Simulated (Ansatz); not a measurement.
# C2H3S2: the cost of one run

Method: RKS PBE0-D4/6-31G*, in Ansatz 0.2.0.

## Step 1: The system as given

Bond lengths: C1–C2 1.507 Å, C2–S3 1.669 Å, C2–S4 1.669 Å, C1–H5 1.090 Å, C1–H6 1.090 Å, C1–H7 1.093 Å. Angles: C1–C2–S3 117.1°, C1–C2–S4 117.1°, S3–C2–S4 125.8°, C2–C1–H5 110.6°, C2–C1–H6 110.6°, C2–C1–H7 109.1°, H5–C1–H6 110.1°, H5–C1–H7 108.2°, H6–C1–H7 108.2°.

Coordinates:

```xyz
7

C     0.0353    0.6938    0.1060
C    -0.0555   -0.7965   -0.1015
S     1.0688   -1.7444    0.6878
S    -1.2500   -1.3497   -1.1273
H     0.4652    0.9199    1.0818
H    -0.9486    1.1544    0.0147
H     0.6848    1.1224   -0.6615
```

## Step 2: Relaxing end A

The input, input.yaml:

```yaml
crystal:
  periodic: [false, false, false]
  atoms:
    - { symbol: C, position_ang: [0.03529, 0.69382, 0.10597] }
    - { symbol: C, position_ang: [-0.05547, -0.79655, -0.10153] }
    - { symbol: S, position_ang: [1.06877, -1.74435, 0.68776] }
    - { symbol: S, position_ang: [-1.25002, -1.34965, -1.12728] }
    - { symbol: H, position_ang: [0.46519, 0.91989, 1.08181] }
    - { symbol: H, position_ang: [-0.94858, 1.15445, 0.01474] }
    - { symbol: H, position_ang: [0.68481, 1.12239, -0.66147] }
total_charge: -1
basis:
  gaussian: { orbitals: "6-31G*" }
hamiltonian:
  xc: pbe0
  dispersion: d4
relax:
  f_tol: 0.02
  max_steps: 50
```

Run with:

```bash
ansatz run input.yaml --threads 1 --pin off --max-ram 2048MiB --backend cpu --events-out ev --progress --plain --runs-dir out
```

Q: Estimate wall time and peak memory on 1 thread of Arm Neoverse V1, shared host.

About 18 s, with a peak of 0.14 GiB.
